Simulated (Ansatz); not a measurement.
Species, as SMILES: OO (H2O2).
Atoms: O1, O2, H3, H4. Bonds: O1-O2, O1-H3, O2-H4.

Basis-set convergence of the harmonic zero-point energy at PBE with Ansatz (a program for electronic structure). Each level at its own minimum, finite differences of forces, unscaled; the reference is a large set that could be run, not a limit. Cartesian d functions, on some or all atoms, in 6-31G**, 6-31+G*; all else is spherical. The program fits the integrals of some runs and decomposes those of others, by size. Core-valence sets carry the plain set on hydrogen. No added dispersion term, no relativity. Reference: the value in aug-pcseg-2, 16.06 kcal/mol, itself unsure by roughly 0.02 kcal/mol (its mean distance from aug-cc-pVTZ, def2-TZVPPD). Deviations are taken from unrounded values.

| basis | functions | harmonic zero-point energy (kcal/mol) | minus reference (kcal/mol) |
|---|---|---|---|
| STO-3G | 12 | 15.75 | -0.31 |
| cc-pVDZ | 38 | 15.79 | -0.27 |
| def2-SVP | 38 | 15.99 | -0.07 |
| pcseg-1 | 38 | 15.82 | -0.24 |
| 6-31G** | 40 | 16.02 | -0.04 |
| 6-31+G* | 42 | 15.94 | -0.12 |
| 6-311G** | 48 | 16.05 | -0.01 |
| 6-311+G** | 56 | 16.04 | -0.02 |
| def2-SVPD | 62 | 16.09 | 0.04 |
| aug-cc-pVDZ | 64 | 16.01 | -0.05 |
| aug-pcseg-1 | 64 | 15.95 | -0.11 |
| 6-311++G(2d,2p) | 74 | 16.15 | 0.09 |
| pcseg-2 | 88 | 16.05 | -0.01 |
| def2-TZVPP | 90 | 16.07 | 0.01 |
| def2-TZVPD | 98 | 16.01 | -0.05 |
| cc-pCVTZ | 114 | 16.05 | -0.01 |
| def2-TZVPPD | 114 | 16.08 | 0.02 |
| aug-pcseg-2 | 138 | 16.06 | 0.00 |
